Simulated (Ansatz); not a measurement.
Input for Ansatz (development build ahead of 0.2.0):

```yaml
crystal:
  periodic: [false, false, false]
  atoms:
    - { symbol: Si, position_ang: [-0.02197, -0.02729, -0.4949] }
    - { symbol: O, position_ang: [-0.0179, -0.03277, 0.84429] }
basis:
  gaussian: { orbitals: "6-31G" }
hamiltonian:
  xc: hf
```

The input is written out in the form of the current development build from the run's settings.

Results

```json
{
  "Converged": "yes",
  "Total energy": "-363.63117 hartree",
  "Spin squared of the determinant": "0.000"
}
```

Caution: no unrestricted run beside it, a lower state can exist.
